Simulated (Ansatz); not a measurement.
## Relative stability

Two relaxed structures of CH₄BMg, doublet (PBE0-D4/def2-TZVP; forces vanish, vibrations not checked).

A:

```tsv
atom	x (Å)	y (Å)	z (Å)
B1	-0.1729	-0.1432	-0.1416
Mg2	-2.0561	-1.0718	-0.7453
C3	1.1081	0.5409	0.3451
H4	-3.5244	-1.7988	-1.2187
H5	1.5029	1.3251	-0.3102
H6	0.7797	1.0493	1.2694
H7	1.9205	-0.1326	0.6399
```

B:

B1  (-2.332, -1.219, -0.851)
Mg2  (-0.475, -0.251, -0.174)
C3  (1.280, 0.668, 0.467)
H4  (-3.340, -1.746, -1.219)
H5  (1.663, 1.376, -0.276)
H6  (1.129, 1.230, 1.395)
H7  (2.076, -0.059, 0.658)
(Å)

Program: Ansatz 0.2.0. Basis: def2-TZVPP. Cores are frozen in the correlated methods; orbitals are unrestricted. The outer core shell of Li, Na, Mg and K is correlated. The def2 sets are not built for correlating such inner shells, so the correlated values are less sure here. B3LYP uses VWN-RPA correlation.

(1) Which structure is lower at CCSD(T), and by how much? (Judge from chemistry; the value comes from the calculation.)

The T1 diagnostic stays at or below 0.011. ⟨S²⟩ of the unrestricted Hartree–Fock references: 0.76 (a pure state has 0.75).

## Answers

(1) Computed: A, by 25.4 kJ/mol (electronic energy, against the other). By their contacts, A is CH₄BMg ([CH3][B][MgH]) and B is CH₄BMg ([BH][Mg][CH3]).

All methods give the same order:

| method | E(B) − E(A) (kJ/mol) |
| --- | --- |
| PBE-D4 | 40.5 |
| r2SCAN-D4 | 37.9 |
| PBE0-D4 | 38.3 |
| B3LYP-D4 | 35.1 |
| wB97M-V | 33.3 |
| HF | 27.9 |
| MP2 | 22.6 |
| CCSD | 25.2 |
| CCSD(T) | 25.4 |

Labels in which every atom is bracketed show which atoms are joined, not bond orders.

For scale, one of the runs: CCSD(T)/def2-TZVPP, 150 basis functions, launched by `ansatz run in.yaml --threads 2 --pin off --events-out ev --progress --plain --max-ram 4352MiB`. Time: 56 s of wall clock on 2 CPU threads of an Intel Xeon Platinum 8488C; the host was shared. Peak host memory: 2.6 GiB.
